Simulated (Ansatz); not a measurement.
This script for a relaxed scan of one distance of ClHMgS, SMILES [SH][Mg][Cl] with the Python package of Ansatz (0.2.0) holds a mistake.

`relaxed_scan.py`:
```python
"""One bond of ClHMgS held at set lengths while the rest relaxes."""

import ansatz as az
import numpy as np

GEOMETRY = """
S    -0.32930    1.65890   -0.53950
Mg   -0.27610   -0.68420   -0.06580
Cl   -0.20210   -3.00480    0.39550
H     0.86310    1.96980    0.18940
"""


def main() -> None:
    clhmgs = az.Crystal.molecule()
    for line in GEOMETRY.strip().splitlines():
        symbol, *xyz = line.split()
        clhmgs = clhmgs.atom(symbol, [float(v) for v in xyz])

    setup = clhmgs.calculation().functional("hf")
    symbols = [site.symbol for site in clhmgs.cartesian_sites]
    pairs = [(0, 1), (0, 3), (1, 2)]
    print("held (A)   E (eV)        ", "  ".join(f"{symbols[i]}{i}-{symbols[j]}{j}" for i, j in pairs))
    for length in [2.2, 2.39, 2.58, 2.87, 3.23]:
        data = setup.relax(constraints=[az.DistanceConstraint((0, 1), at=length)], force_tolerance=0.02, max_steps=60).run(threads=1, pin="off").report
        xyz = np.array(data["positions_ang"])
        print(f"{length:6.2f} {data['free_energy_ev']:14.5f}  ", "  ".join(f"{np.linalg.norm(xyz[i] - xyz[j]):.3f}" for i, j in pairs))


if __name__ == "__main__":
    main()
```

```console
$ python relaxed_scan.py
held (A)   E (eV)         S0-Mg1  S0-H3  Mg1-Cl2
Traceback (most recent call last):
  File "relaxed_scan.py", line 31, in <module>
    main()
    ~~~~^^
  File "relaxed_scan.py", line 25, in main
    data = setup.relax(constraints=[az.DistanceConstraint((0, 1), at=length)], force_tolerance=0.02, max_steps=60).run(threads=1, pin="off").report
           ~~~~~~~~~~~~~~~~~~~~~~~~~~~~~~~~~~~~~~~~~~~~~~~~~~~~~~~~~~~~~~~~~~~~~~~~~~~~~~~~~~~~~~~~~~~~~~~~~~~~~~~~~~~^^^^^^^^^^^^^^^^^^^^^^
  ...
ansatz.RefusalError: crystal.periodic: [false, false, false] — plane waves serve no molecule in free space; run it in a periodic box (the manual's SCF settings, § Molecules in a box). Leave crystal.periodic out and type crystal.lattice, kpoints, scf.occupations.method, an open shell's moments and, for an ion, output.charged_corrections. Or set basis.gaussian
$ echo $?
1
```
(Library frames cut from the traceback.)

Find the fault and give the corrected script.

The fault: no basis is stated. The correction:

```diff
--- before
+++ after
@@ -19,3 +19,3 @@
 
-    setup = clhmgs.calculation().functional("hf")
+    setup = clhmgs.calculation().basis(gaussian="def2-SVP").functional("hf")
     symbols = [site.symbol for site in clhmgs.cartesian_sites]
```

With that change:

```console
$ python relaxed_scan.py
held (A)   E (eV)         S0-Mg1  S0-H3  Mg1-Cl2
DeckWarning: relax.constraints: the input's atoms, or those drawn, lie off the distances that are held; a relaxation that starts there is brought onto them ahead of its first SCF, by positions alone, [...]
  2.20   -28762.74113   2.200  1.338  2.207
  2.39   -28762.78306   2.390  1.339  2.204
  2.58   -28762.51832   2.580  1.339  2.201
  2.87   -28761.86193   2.870  1.339  2.197
  3.23   -28760.95502   3.230  1.338  2.194
```
(Warnings from the package without file and line, shortened, repeats left out.)

Notes:
- Total energies depend on the basis set; only differences at equal settings carry meaning.
- The energies are electronic: no zero-point or thermal terms, and the basis set is short of its limit.
- Finished in 16 s on 1 thread of Arm Neoverse V2 (shared host), peak memory 0.19 GiB.
